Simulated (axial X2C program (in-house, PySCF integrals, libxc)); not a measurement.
What spin–orbit coupling does to P₂⁻

Calculated with an in-house relativistic program for diatomic molecules. Spin-free means the one-electron spin-free X2C Hamiltonian; two-component (2c) means X2C with spin–orbit coupling and atomic mean-field two-electron Coulomb and Gaunt terms, so the difference of the two also holds small scalar two-electron terms. Basis: P dyall-av3z [9s8p3d2f] (cores contracted in-house); Gaussian nuclei, density fitting, unrestricted open shells. Masses: P 30.974 u.

Spin-free state: M_S = 1/2, Λ = 1 (beyond evenly filled blocks: π+α); fragments P- + P.

```csv
level,Re (Å),ωe (cm⁻¹),De (eV)
PBE0,1.974,693.7,4.666
M06,1.979,681.6,4.860
```

Question: Within this multiplet, which Ω should lie lowest by the rule for regular and inverted multiplets?

Answer: The open π shell holds one electron, so the multiplet is regular: Ω = Λ − 1/2 = 1/2. The PBE0 2c search agrees, though Ω = 3/2 of the search lies only 0.03 eV higher.

Two-component determinant lowest at the distance of the search:

Ω = 1/2 (⟨Sz⟩ = -0.50, ⟨Lz⟩ = 1.00 at PBE0); fragments P- + P.

```
level  Re (Å)  ωe (cm⁻¹)  De (eV)
 PBE0   1.974      693.3    4.679
  M06   1.980      681.2    4.862
```

Question: From the two tables, how do the constants change at the PBE0 level (2c against spin-free)?

Answer: At the PBE0 level Re is unchanged within 0.001 Å and ωe goes down by 0.4 cm⁻¹; De is not compared, since the atomic limits differ or miss part of their spin–orbit lowering.

Occupations by symmetry block were frozen at the best pattern of an incomplete PBE0 search. Dissociation energies refer to the lowest single-determinant-based atoms at the same level and basis. Density functionals use the spin component along the axis (collinear). The 2c atoms are single determinants rather than J levels; their spin–orbit lowering is only partly caught, and De is too large by that part. This holds for PBE0. Without a current term, density functionals place determinants with orbital angular momentum somewhat too high. The highest occupied level of some functionals is positive through self-interaction error; at Hartree–Fock it is bound.
